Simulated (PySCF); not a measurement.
Species: 1,4-cyclohexadiene, C₆H₈.
Bonds: C1–C2 (double), C2–C3, C3–C4, C4–C5 (double), C5–C6, C1–C6. Hydrogens: H7 on C1; H8 on C2; H9, H10 on C3; H11 on C4; H12 on C5; H13, H14 on C6.

The same species was optimised twice, with GFN2-xTB and with PBE0-D3(BJ)/def2-SVP (PySCF), and the same property calculations (PySCF, gas phase) were run on both structures.

| coordinate | GFN2-xTB | PBE0-D3(BJ)/def2-SVP | change |
| --- | --- | --- | --- |
| C1=C2 (Å) | 1.321 | 1.336 | +0.015 |
| C4=C5 (Å) | 1.321 | 1.336 | +0.015 |
| C1–C6 (Å) | 1.496 | 1.498 | +0.002 |
| C5–C6 (Å) | 1.496 | 1.498 | +0.002 |
| C3–C4 (Å) | 1.496 | 1.498 | +0.002 |
| C2–C3 (Å) | 1.497 | 1.498 | +0.001 |
| C2–C3–C4 (°) | 112.5 | 113.0 | +0.5 |
| C1–C6–C5 (°) | 112.5 | 113.0 | +0.5 |
| C2–C1–C6 (°) | 123.7 | 123.4 | -0.3 |
| C3–C4–C5 (°) | 123.7 | 123.4 | -0.3 |
| C4–C5–C6 (°) | 123.7 | 123.6 | -0.1 |
| C1–C2–C3 (°) | 123.7 | 123.6 | -0.1 |

Rotational constants: A = 5236, B = 4956, C = 2628 MHz (GFN2-xTB) against A = 5183, B = 4906, C = 2600 MHz (PBE0-D3(BJ)/def2-SVP). Point groups within 0.08 Å: D2h and D2h.

On the GFN2-xTB structure: HOMO (eV) -6.70 [PBE0/pcSseg-1]; LUMO (eV) 0.46 [PBE0/pcSseg-1]; GIAO shielding of C1/C2/C4/C5 (mean) (ppm) 55.6 [PBE0/pcSseg-1]; GIAO shielding of C3/C6 (mean) (ppm) 156.4 [PBE0/pcSseg-1].

**Question.** What do these properties become on the PBE0-D3(BJ)/def2-SVP structure?

**Answer.** 
| property | level | on GFN2-xTB | on PBE0-D3(BJ)/def2-SVP | change |
| --- | --- | --- | --- | --- |
| HOMO (eV) | PBE0/pcSseg-1 | -6.70 | -6.63 | +0.07 |
| LUMO (eV) | PBE0/pcSseg-1 | 0.46 | 0.37 | -0.09 |
| energy, GFN2-xTB geometry as zero (kcal/mol) | PBE0/pcSseg-1 | 0.0 | -0.4 | -0.4 |
| GIAO shielding of C1/C2/C4/C5 (mean) (ppm) | PBE0/pcSseg-1 | 55.6 | 52.0 | -3.6 |
| GIAO shielding of C3/C6 (mean) (ppm) | PBE0/pcSseg-1 | 156.4 | 154.9 | -1.5 |

The heavy atoms differ by 0.007 Å rms after alignment. Among bonds between heavy atoms C1=C2 and C4=C5 change most and about equally (+0.015 Å). Changes are differences of the printed values. Neither structure is proved a minimum here.
